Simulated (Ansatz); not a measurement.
# CHNSi (quintet): the correlation ladder, def2-QZVPP

The task here is to estimate one member of a computed series from the others.

Program: Ansatz 0.2.0, Gaussian basis. Level of theory: def2-QZVPP, core rule «outside noble gas», up to 7 orbitals frozen. These are calculated values, not measurements.

The runs, in order: UHF; ROHF; CCSD(T) on UHF.

2 further runs of the same task are left out: 2 set aside as unsound or not needed. Runs told in other sessions of the task aren't counted.

## The system

The geometry is a PBE0/def2-TZVP stationary point (not a proven minimum) of the parent state, kept for this charge and spin.

4 atoms, charge 0, spin multiplicity 5.

Atoms are counted from 1 here; the program's logs count them from 0.

Bond lengths: C1–N2 1.240 Å, C1–Si3 1.952 Å, N2–H4 1.013 Å. Angles: N2–C1–Si3 78.7°, C1–N2–H4 135.7°.

As a file:

```
atom   x (Å)    y (Å)    z (Å)
  C1  0.0000  -0.7848   0.7802
  N2  0.0000   0.4093   1.1140
 Si3  0.0000   0.0986  -0.9607
  H4  0.0000   0.9166   1.9911
```

The first run:

Input file in.yaml:

```yaml
crystal:
  periodic: [false, false, false]
  atoms:
    - {symbol: C, position_ang: [0.000000, -0.784833, 0.780179]}
    - {symbol: N, position_ang: [0.000000, 0.409287, 1.114041]}
    - {symbol: Si, position_ang: [0.000000, 0.098619, -0.960690]}
    - {symbol: H, position_ang: [0.000000, 0.916592, 1.991118]}
basis:
  gaussian: {orbitals: "def2-QZVPP.json"}
magnetization: {spin_polarized: true, initial_magnetization: 4}
hamiltonian: {xc: hf}
output: {orbitals: {seedname: orbitals}}
```

Launch:

```console
> ansatz run in.yaml --threads 1 --pin off --events-out ev --progress --plain --max-ram 2393MiB
```

Among the steps run: UHF; ROHF; CCSD(T) on UHF.

One table of the session follows, with a row left open; its other results are not shown here.

| method | from UCCSD(T) (kcal/mol) |
| --- | --- |
| ROHF | +286.55 |
| UHF | +280.58 |
| UMP2 | +25.93 |
| UCCSD | ? |
| UCCSD(T) | 0 |

Estimate the missing values for UCCSD.

The run gave: from UCCSD(T) (kcal/mol): +15.29. In the column «from UCCSD(T) (kcal/mol)» it lies between UCCSD(T) (0) and UMP2 (+25.93).
